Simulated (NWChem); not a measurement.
Species: hydrogen fluoride (HF); SMILES F

```xyz
2

F      0.0000     0.0000     0.0944
H      0.0000     0.0000    -0.8404
```
Atoms are numbered in this order, from 1.

All runs: NWChem. Geometry optimised at B3LYP/6-31G*; all other runs use it. Pople sets run with spherical d functions.

```csv
quantity,level,value
"anisotropy (bohr³), static",B3LYP/def2-SVPD,1.5
−ε(HOMO) (eV),PBE/def2-SVP,8.38
cavity-dispersion-structure term (kcal/mol) in n-hexane,"B3LYP/6-31G*, SMD",0.4
"vertical, lowest excitation, singlet (eV)","B3LYP/def2-SVPD, TDA",9.87
dipole (D),B3LYP/6-31G*,1.86
highest harmonic frequency (cm⁻¹),B3LYP/6-31G*,3952
```
